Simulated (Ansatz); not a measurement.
Total energies of CH₃NaS (`C[S][Na]`).

Cartesian coordinates in Å:
```
C 0.330 0.516 0.244
S -1.125 0.015 -0.732
Na -1.116 -2.460 -0.863
H 0.338 1.605 0.321
H 1.267 0.212 -0.229
H 0.305 0.113 1.259
```

The species carries charge 0 and has multiplicity 1. Correlated methods include outer-core shells of Na, which these sets cover unevenly. The geometry is a stationary point of PBE0-D4/def2-TZVP. Basis def2-TZVPP, Ansatz.

RPA on PBE orbitals: Hartree–Fock energy of these orbitals -599.01716 Eh, correlation -0.86938 Eh (frozen core).

```json
{"functional": "LDA (SPW92)", "energy without D4 (Eh)": "-597.84022", "D4 term (kJ/mol)": "–"}
{"functional": "revPBE", "energy without D4 (Eh)": "-600.31992", "D4 term (kJ/mol)": "-29.4"}
{"functional": "BLYP", "energy without D4 (Eh)": "-600.41983", "D4 term (kJ/mol)": "-20.9"}
{"functional": "B97M-V", "energy without D4 (Eh)": "-600.30382", "D4 term (kJ/mol)": "–"}
{"functional": "B3LYP", "energy without D4 (Eh)": "-600.48057", "D4 term (kJ/mol)": "-15.3"}
{"functional": "r2SCANh", "energy without D4 (Eh)": "-600.35429", "D4 term (kJ/mol)": "-2.2"}
{"functional": "r2SCAN0", "energy without D4 (Eh)": "-600.34576", "D4 term (kJ/mol)": "-2.5"}
{"functional": "HSE06 (plane-wave form)", "energy without D4 (Eh)": "-600.13817", "D4 term (kJ/mol)": "-7.3"}
{"functional": "BHLYP", "energy without D4 (Eh)": "-600.40649", "D4 term (kJ/mol)": "-12.4"}
{"functional": "PBE-QIDH", "energy without D4 (Eh)": "-600.02563", "D4 term (kJ/mol)": "–"}
```

Task: Give the same for PBE, r2SCAN, PBE0, CAM-B3LYP, LC-ωPBE, ωB97X-V, ωB97M-V, B2PLYP. (Estimate.)

Result: Ansatz gave: 
```json
{"functional": "PBE", "energy without D4 (Eh)": "-600.09910", "D4 term (kJ/mol)": "-9.3"}
{"functional": "r2SCAN", "energy without D4 (Eh)": "-600.36035", "D4 term (kJ/mol)": "-2.0"}
{"functional": "PBE0", "energy without D4 (Eh)": "-600.15310", "D4 term (kJ/mol)": "-7.8"}
{"functional": "CAM-B3LYP", "energy without D4 (Eh)": "-600.42101", "D4 term (kJ/mol)": "-7.9"}
{"functional": "LC-ωPBE", "energy without D4 (Eh)": "-600.23809", "D4 term (kJ/mol)": "–"}
{"functional": "ωB97X-V", "energy without D4 (Eh)": "-600.33597", "D4 term (kJ/mol)": "–"}
{"functional": "ωB97M-V", "energy without D4 (Eh)": "-600.38074", "D4 term (kJ/mol)": "–"}
{"functional": "B2PLYP", "energy without D4 (Eh)": "-600.20899", "D4 term (kJ/mol)": "–"}
```

B3LYP takes the VWN-RPA correlation (the form of Gaussian; ORCA's B3LYP/G). HSE06 is the plane-wave form, built on full-range PBE exchange. The double hybrids freeze the cores in their second-order part.

LC-ωPBE has ω = 0.4 bohr⁻¹.
